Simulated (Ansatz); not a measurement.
# Nudged elastic band run: BClH5N

Input:

```yaml
crystal:
  periodic: [false, false, false]
  atoms:
    - { symbol: B, position_ang: [-0.115579, -0.484069, -0.265959] }
    - { symbol: Cl, position_ang: [-0.109959, -0.454951, 1.508547] }
    - { symbol: H, position_ang: [0.934473, -0.437142, -0.852676] }
    - { symbol: "N", position_ang: [-1.320135, -0.562087, -0.945493] }
    - { symbol: H, position_ang: [-2.217696, -0.599974, -0.478585] }
    - { symbol: H, position_ang: [-1.368511, -0.579358, -1.955425] }
    - { symbol: H, position_ang: [-0.042264, 3.2645, 1.793262] }
    - { symbol: H, position_ang: [-0.027128, 2.502982, 1.792629] }
basis:
  gaussian: { orbitals: def2-SVP }
hamiltonian:
  xc: pbe0
  dispersion: d4
neb:
  order_check: false
  images: 9
  f_tol: 0.05
  max_iterations: 60
  final_atoms:
    - { symbol: B, position_ang: [-0.08233054, 0.45040486, -0.47621867] }
    - { symbol: Cl, position_ang: [-0.19413969, 0.53688676, 2.96493065] }
    - { symbol: H, position_ang: [0.96840497, -0.13070824, -0.59788061] }
    - { symbol: "N", position_ang: [-1.25674835, -0.12598438, -0.92577333] }
    - { symbol: H, position_ang: [-1.29076555, -1.04087815, -1.35732642] }
    - { symbol: H, position_ang: [-2.16406084, 0.3134532, -0.8367547] }
    - { symbol: H, position_ang: [-0.13616368, 1.55600306, 0.02660132] }
    - { symbol: H, position_ang: [-0.11099531, 1.09072388, 1.79872176] }
  initial_path:
    images:
      - { positions_ang: [[-0.115579, -0.484069, -0.265959], [-0.109959, -0.454951, 1.508547], [0.934473, -0.437142, -0.852676], [-1.320135, -0.562087, -0.945493], [-2.217696, -0.599974, -0.478585], [-1.368511, -0.579358, -1.955425], [-0.042264, 3.2645, 1.793262], [-0.027128, 2.502982, 1.792629]] }
      - { positions_ang: [[-0.09149761, -0.38729649, -0.20099509], [-0.09984228, -0.30616935, 1.65662169], [0.95800616, -0.36274687, -0.78259622], [-1.31897579, -0.47335012, -0.90564683], [-2.16988234, -0.66461652, -0.49486385], [-1.40525483, -0.3423764, -1.86096924], [-0.07529935, 2.90129417, 1.50169753], [-0.06405296, 2.2851626, 1.68305201]] }
      - { positions_ang: [[-0.06741621, -0.29052399, -0.13603117], [-0.08972557, -0.1573877, 1.80469638], [0.98153932, -0.28835175, -0.71251643], [-1.31781658, -0.38461324, -0.86580066], [-2.12206867, -0.72925904, -0.51114269], [-1.44199867, -0.1053948, -1.76651349], [-0.1083347, 2.53808833, 1.21013305], [-0.10097792, 2.06734319, 1.57347502]] }
      - { positions_ang: [[-0.04333482, -0.19375148, -0.07106726], [-0.07960885, -0.00860605, 1.95277107], [1.00507249, -0.21395662, -0.64243665], [-1.31665737, -0.29587636, -0.82595449], [-2.07425501, -0.79390156, -0.52742154], [-1.4787425, 0.1315868, -1.67205773], [-0.14137005, 2.1748825, 0.91856858], [-0.13790288, 1.84952379, 1.46389803]] }
      - { positions_ang: [[-0.01925343, -0.09697897, -0.00610335], [-0.06949214, 0.1401756, 2.10084575], [1.02860565, -0.1395615, -0.57235686], [-1.31549817, -0.20713948, -0.78610832], [-2.02644135, -0.85854409, -0.54370039], [-1.51548634, 0.36856839, -1.57760198], [-0.1744054, 1.81167666, 0.62700411], [-0.17482784, 1.63170438, 1.35432104]] }
      - { positions_ang: [[0.00482797, -0.00020647, 0.05886056], [-0.05937542, 0.28895725, 2.24892044], [1.05213881, -0.06516637, -0.50227708], [-1.31433896, -0.1184026, -0.74626215], [-1.97862768, -0.92318661, -0.55997923], [-1.55223017, 0.60554999, -1.48314622], [-0.20744075, 1.44847083, 0.33543963], [-0.21175279, 1.41388498, 1.24474405]] }
      - { positions_ang: [[-0.01260373, 0.0899158, -0.04815528], [-0.08632828, 0.33854315, 2.39212248], [1.03539204, -0.07827475, -0.52139779], [-1.30282084, -0.11991896, -0.78216439], [-1.84105526, -0.94672492, -0.71944867], [-1.67459631, 0.54713063, -1.35386792], [-0.19318533, 1.46997727, 0.27367197], [-0.1916013, 1.34925276, 1.35553959]] }
      - { positions_ang: [[-0.03003544, 0.18003806, -0.15517113], [-0.11328113, 0.38812906, 2.53532452], [1.01864527, -0.09138312, -0.54051849], [-1.29130272, -0.12143531, -0.81806662], [-1.70348283, -0.97026322, -0.87891811], [-1.79696244, 0.48871127, -1.22458962], [-0.17892992, 1.49148372, 0.21190431], [-0.1714498, 1.28462054, 1.46633513]] }
      - { positions_ang: [[-0.04746714, 0.27016033, -0.26218697], [-0.14023399, 0.43771496, 2.67852656], [1.00189851, -0.10449149, -0.5596392], [-1.27978459, -0.12295167, -0.85396886], [-1.5659104, -0.99380153, -1.03838754], [-1.91932857, 0.43029192, -1.09531131], [-0.16467451, 1.51299017, 0.15013664], [-0.15129831, 1.21998832, 1.57713068]] }
      - { positions_ang: [[-0.06489884, 0.36028259, -0.36920282], [-0.16718684, 0.48730086, 2.8217286], [0.98515174, -0.11759987, -0.57875991], [-1.26826647, -0.12446802, -0.88987109], [-1.42833798, -1.01733984, -1.19785698], [-2.04169471, 0.37187256, -0.96603301], [-0.15041909, 1.53449661, 0.08836898], [-0.13114681, 1.1553561, 1.68792622]] }
      - { positions_ang: [[-0.08233054, 0.45040486, -0.47621867], [-0.19413969, 0.53688676, 2.96493065], [0.96840497, -0.13070824, -0.59788061], [-1.25674835, -0.12598438, -0.92577333], [-1.29076555, -1.04087815, -1.35732642], [-2.16406084, 0.3134532, -0.8367547], [-0.13616368, 1.55600306, 0.02660132], [-0.11099531, 1.09072388, 1.79872176]] }
```

Run as:

```bash
$ ansatz run input.yaml --threads 1 --pin off --max-ram 2048MiB --backend cpu --events-out ev --progress --plain --runs-dir out
```

Output, in part (warnings, iteration lines, the closing report on the highest movable image, with atoms numbered from 0):

```
NEB end point (image 0): max|allowed force component| = 4.682e-3 eV/Å (the criterion of neb.relax_end_points is 1.000e-2)
NEB end point (image 10): max|allowed force component| = 1.749e-2 eV/Å (the criterion of neb.relax_end_points is 1.000e-2)
NEB iter   1: max|band force component| = 8.634e0 eV/Å  barrier→ = 3.7740 eV  barrier← = 3.0673 eV  Δτ_max = 0.2000 Å  (276 SCF iters)
NEB iter   2: max|band force component| = 2.016e0 eV/Å  barrier→ = 2.5309 eV  barrier← = 1.8243 eV  Δτ_max = 0.2000 Å  (251 SCF iters)
NEB iter   3: max|band force component| = 1.465e0 eV/Å  barrier→ = 2.1085 eV  barrier← = 1.4018 eV  Δτ_max = 0.2000 Å  (252 SCF iters)
NEB iter   4: max|band force component| = 1.745e0 eV/Å  barrier→ = 2.2425 eV  barrier← = 1.5358 eV  Δτ_max = 0.0998 Å  (249 SCF iters)
NEB iter   5: max|band force component| = 1.369e0 eV/Å  barrier→ = 2.1966 eV  barrier← = 1.4899 eV  Δτ_max = 0.1001 Å  (254 SCF iters)
NEB iter   6: max|band force component| = 1.014e0 eV/Å  barrier→ = 2.1479 eV  barrier← = 1.4412 eV  Δτ_max = 0.1018 Å  (252 SCF iters)
NEB iter   7: max|band force component| = 9.459e-1 eV/Å  barrier→ = 1.9890 eV  barrier← = 1.2823 eV  Δτ_max = 0.1010 Å  (244 SCF iters)
NEB iter   8: max|band force component| = 7.934e-1 eV/Å  barrier→ = 1.8919 eV  barrier← = 1.1852 eV  Δτ_max = 0.1000 Å  (239 SCF iters)
NEB iter   9: max|band force component| = 5.446e-1 eV/Å  barrier→ = 1.8947 eV  barrier← = 1.1880 eV  Δτ_max = 0.0675 Å  (234 SCF iters)
NEB iter  10: max|band force component| = 5.204e-1 eV/Å  barrier→ = 1.9199 eV  barrier← = 1.2133 eV  CI = image 7  Δτ_max = 0.1019 Å  (242 SCF iters)
NEB iter  11: max|band force component| = 4.515e-1 eV/Å  barrier→ = 2.0045 eV  barrier← = 1.2979 eV  CI = image 7  Δτ_max = 0.1003 Å  (231 SCF iters)
NEB iter  12: max|band force component| = 7.255e-1 eV/Å  barrier→ = 1.9879 eV  barrier← = 1.2813 eV  CI = image 7  Δτ_max = 0.0500 Å  (229 SCF iters)
NEB iter  13: max|band force component| = 3.787e-1 eV/Å  barrier→ = 1.9794 eV  barrier← = 1.2727 eV  CI = image 7  Δτ_max = 0.0563 Å  (231 SCF iters)
NEB iter  14: max|band force component| = 2.209e-1 eV/Å  barrier→ = 1.9589 eV  barrier← = 1.2522 eV  CI = image 7  Δτ_max = 0.0997 Å  (230 SCF iters)
NEB iter  15: max|band force component| = 1.687e-1 eV/Å  barrier→ = 1.9355 eV  barrier← = 1.2289 eV  CI = image 7  Δτ_max = 0.0997 Å  (238 SCF iters)
NEB iter  16: max|band force component| = 1.995e-1 eV/Å  barrier→ = 1.9077 eV  barrier← = 1.2011 eV  CI = image 7  Δτ_max = 0.0500 Å  (247 SCF iters)
NEB iter  17: max|band force component| = 2.231e-1 eV/Å  barrier→ = 1.8938 eV  barrier← = 1.1872 eV  CI = image 7  Δτ_max = 0.0500 Å  (233 SCF iters)
NEB iter  18: max|band force component| = 2.521e-1 eV/Å  barrier→ = 1.8796 eV  barrier← = 1.1730 eV  CI = image 7  Δτ_max = 0.0997 Å  (242 SCF iters)
NEB iter  19: max|band force component| = 3.230e-1 eV/Å  barrier→ = 1.8483 eV  barrier← = 1.1417 eV  CI = image 7  Δτ_max = 0.0997 Å  (254 SCF iters)
NEB iter  20: max|band force component| = 4.087e-1 eV/Å  barrier→ = 1.8133 eV  barrier← = 1.1067 eV  CI = image 7  Δτ_max = 0.0997 Å  (253 SCF iters)
NEB iter  21: max|band force component| = 4.916e-1 eV/Å  barrier→ = 1.7773 eV  barrier← = 1.0706 eV  CI = image 7  Δτ_max = 0.0997 Å  (252 SCF iters)
NEB iter  22: max|band force component| = 5.507e-1 eV/Å  barrier→ = 1.7442 eV  barrier← = 1.0376 eV  CI = image 7  Δτ_max = 0.0996 Å  (251 SCF iters)
NEB iter  23: max|band force component| = 5.599e-1 eV/Å  barrier→ = 1.7200 eV  barrier← = 1.0134 eV  CI = image 7  Δτ_max = 0.1003 Å  (253 SCF iters)
NEB iter  24: max|band force component| = 5.206e-1 eV/Å  barrier→ = 1.7038 eV  barrier← = 0.9972 eV  CI = image 7  Δτ_max = 0.1000 Å  (244 SCF iters)
NEB iter  25: max|band force component| = 7.160e-1 eV/Å  barrier→ = 1.6871 eV  barrier← = 0.9804 eV  CI = image 7  Δτ_max = 0.0496 Å  (244 SCF iters)
NEB iter  26: max|band force component| = 7.200e-1 eV/Å  barrier→ = 1.6752 eV  barrier← = 0.9685 eV  CI = image 7  Δτ_max = 0.0500 Å  (248 SCF iters)
NEB iter  27: max|band force component| = 6.238e-1 eV/Å  barrier→ = 1.6687 eV  barrier← = 0.9621 eV  CI = image 7  Δτ_max = 0.0988 Å  (244 SCF iters)
NEB iter  28: max|band force component| = 5.215e-1 eV/Å  barrier→ = 1.6676 eV  barrier← = 0.9609 eV  CI = image 7  Δτ_max = 0.0999 Å  (247 SCF iters)
NEB iter  29: max|band force component| = 4.914e-1 eV/Å  barrier→ = 1.6665 eV  barrier← = 0.9598 eV  CI = image 7  Δτ_max = 0.0501 Å  (240 SCF iters)
NEB iter  30: max|band force component| = 4.517e-1 eV/Å  barrier→ = 1.6660 eV  barrier← = 0.9593 eV  CI = image 7  Δτ_max = 0.0250 Å  (229 SCF iters)
NEB iter  31: max|band force component| = 3.863e-1 eV/Å  barrier→ = 1.6659 eV  barrier← = 0.9592 eV  CI = image 7  Δτ_max = 0.0250 Å  (229 SCF iters)
NEB iter  32: max|band force component| = 3.711e-1 eV/Å  barrier→ = 1.6658 eV  barrier← = 0.9592 eV  CI = image 7  Δτ_max = 0.0500 Å  (219 SCF iters)
NEB iter  33: max|band force component| = 3.957e-1 eV/Å  barrier→ = 1.6658 eV  barrier← = 0.9592 eV  CI = image 7  Δτ_max = 0.0996 Å  (213 SCF iters)
NEB iter  34: max|band force component| = 4.302e-1 eV/Å  barrier→ = 1.6658 eV  barrier← = 0.9592 eV  CI = image 7  Δτ_max = 0.1000 Å  (224 SCF iters)
NEB iter  35: max|band force component| = 4.246e-1 eV/Å  barrier→ = 1.6658 eV  barrier← = 0.9591 eV  CI = image 7  Δτ_max = 0.1009 Å  (221 SCF iters)
NEB iter  36: max|band force component| = 6.286e-1 eV/Å  barrier→ = 1.6658 eV  barrier← = 0.9591 eV  CI = image 7  Δτ_max = 0.0501 Å  (226 SCF iters)
NEB iter  37: max|band force component| = 4.051e-1 eV/Å  barrier→ = 1.6658 eV  barrier← = 0.9591 eV  CI = image 7  Δτ_max = 0.1007 Å  (211 SCF iters)
NEB iter  38: max|band force component| = 3.220e-1 eV/Å  barrier→ = 1.6658 eV  barrier← = 0.9591 eV  CI = image 7  Δτ_max = 0.1000 Å  (223 SCF iters)
NEB iter  39: max|band force component| = 2.968e-1 eV/Å  barrier→ = 1.6658 eV  barrier← = 0.9591 eV  CI = image 7  Δτ_max = 0.1004 Å  (224 SCF iters)
NEB iter  40: max|band force component| = 6.233e-1 eV/Å  barrier→ = 1.6658 eV  barrier← = 0.9591 eV  CI = image 7  Δτ_max = 0.0515 Å  (215 SCF iters)
NEB iter  41: max|band force component| = 2.831e-1 eV/Å  barrier→ = 1.6658 eV  barrier← = 0.9591 eV  CI = image 7  Δτ_max = 0.0501 Å  (199 SCF iters)
NEB iter  42: max|band force component| = 2.791e-1 eV/Å  barrier→ = 1.6658 eV  barrier← = 0.9591 eV  CI = image 7  Δτ_max = 0.0499 Å  (198 SCF iters)
NEB iter  43: max|band force component| = 9.507e-2 eV/Å  barrier→ = 1.6658 eV  barrier← = 0.9591 eV  CI = image 7  Δτ_max = 0.0997 Å  (202 SCF iters)
NEB iter  44: max|band force component| = 9.702e-2 eV/Å  barrier→ = 1.6658 eV  barrier← = 0.9591 eV  CI = image 7  Δτ_max = 0.0499 Å  (209 SCF iters)
NEB iter  45: max|band force component| = 6.895e-2 eV/Å  barrier→ = 1.6658 eV  barrier← = 0.9591 eV  CI = image 7  Δτ_max = 0.0499 Å  (201 SCF iters)
NEB iter  46: max|band force component| = 7.253e-2 eV/Å  barrier→ = 1.6658 eV  barrier← = 0.9591 eV  CI = image 7  Δτ_max = 0.0251 Å  (206 SCF iters)
NEB iter  47: max|band force component| = 5.465e-2 eV/Å  barrier→ = 1.6658 eV  barrier← = 0.9591 eV  CI = image 7  Δτ_max = 0.0251 Å  (202 SCF iters)
NEB iter  48: max|band force component| = 7.972e-2 eV/Å  barrier→ = 1.6658 eV  barrier← = 0.9591 eV  CI = image 7  Δτ_max = 0.0125 Å  (194 SCF iters)
NEB iter  49: max|band force component| = 7.736e-2 eV/Å  barrier→ = 1.6658 eV  barrier← = 0.9591 eV  CI = image 7  Δτ_max = 0.0126 Å  (189 SCF iters)
NEB iter  50: max|band force component| = 3.069e-2 eV/Å  barrier→ = 1.6658 eV  barrier← = 0.9591 eV  CI = image 7  Δτ_max = 0.0000 Å  (421 SCF iters)
Total energy: -14757.94068258 eV, -542.3443167934 hartree
Atom 0 at    -0.101634     0.263603     0.012941 Å, force     0.000001     0.000006    -0.000000 eV/Å
Atom 1 at    -0.393615     0.288719     2.180788 Å, force    -0.000001     0.000001     0.000002 eV/Å
Atom 2 at     0.959486    -0.274564    -0.135153 Å, force     0.000001    -0.000002     0.000001 eV/Å
Atom 3 at    -1.251051    -0.028797    -0.749529 Å, force     0.000007     0.000002    -0.000028 eV/Å
Atom 4 at    -1.359933    -0.966482    -1.113273 Å, force    -0.000006    -0.000004     0.000014 eV/Å
Atom 5 at    -2.137705     0.431406    -0.591493 Å, force    -0.000001    -0.000000     0.000009 eV/Å
Atom 6 at     0.117758     1.588858     0.038408 Å, force    -0.000000    -0.000000    -0.000001 eV/Å
Atom 7 at    -0.100106     1.347157     0.953611 Å, force    -0.000002    -0.000003     0.000003 eV/Å
Dipole moment:    -0.244280     0.117553    -0.449889 e Å
```

It converged. The profile has 2 maxima (images 3, 7) with wells between them (image 5): this band takes more than one step, which may be the mechanism or a detour left from its start path. Neighbouring images differ by up to 1.3 eV, so the band resolves the path poorly. A vibrational analysis at the climbing image gives one clearly imaginary mode, 762i cm⁻¹: a first-order saddle point. The orbitals stay closed-shell, which can raise the energy where a bond breaks towards radicals; this wasn't checked here.

Final band (atoms are numbered from 1 in the order of the input):

```json
{"image": "0", "path coordinate (Å)": "0.00", "energy (eV)": "0.00", "B1–Cl2 (Å)": "1.77", "H7–H8 (Å)": "0.76", "B1–H7 (Å)": "4.28"}
{"image": "1", "path coordinate (Å)": "1.13", "energy (eV)": "0.01", "B1–Cl2 (Å)": "1.77", "H7–H8 (Å)": "0.76", "B1–H7 (Å)": "3.54"}
{"image": "2", "path coordinate (Å)": "2.27", "energy (eV)": "0.03", "B1–Cl2 (Å)": "1.77", "H7–H8 (Å)": "0.76", "B1–H7 (Å)": "3.33"}
{"image": "3", "path coordinate (Å)": "3.40", "energy (eV)": "0.85", "B1–Cl2 (Å)": "1.77", "H7–H8 (Å)": "0.76", "B1–H7 (Å)": "3.16"}
{"image": "4", "path coordinate (Å)": "4.54", "energy (eV)": "0.77", "B1–Cl2 (Å)": "1.77", "H7–H8 (Å)": "0.76", "B1–H7 (Å)": "3.21"}
{"image": "5", "path coordinate (Å)": "5.68", "energy (eV)": "0.01", "B1–Cl2 (Å)": "1.77", "H7–H8 (Å)": "0.76", "B1–H7 (Å)": "3.18"}
{"image": "6", "path coordinate (Å)": "6.82", "energy (eV)": "0.41", "B1–Cl2 (Å)": "1.80", "H7–H8 (Å)": "0.76", "B1–H7 (Å)": "2.21"}
{"image": "7", "path coordinate (Å)": "7.96", "energy (eV)": "1.67", "B1–Cl2 (Å)": "2.19", "H7–H8 (Å)": "0.97", "B1–H7 (Å)": "1.34"}
{"image": "8", "path coordinate (Å)": "8.49", "energy (eV)": "1.06", "B1–Cl2 (Å)": "2.62", "H7–H8 (Å)": "1.37", "B1–H7 (Å)": "1.24"}
{"image": "9", "path coordinate (Å)": "9.01", "energy (eV)": "0.74", "B1–Cl2 (Å)": "3.10", "H7–H8 (Å)": "1.71", "B1–H7 (Å)": "1.22"}
{"image": "10", "path coordinate (Å)": "9.54", "energy (eV)": "0.71", "B1–Cl2 (Å)": "3.44", "H7–H8 (Å)": "1.83", "B1–H7 (Å)": "1.22"}
```

Run time: 12 min on 1 thread of Arm Neoverse V2 (shared host), peak memory 0.14 GiB.
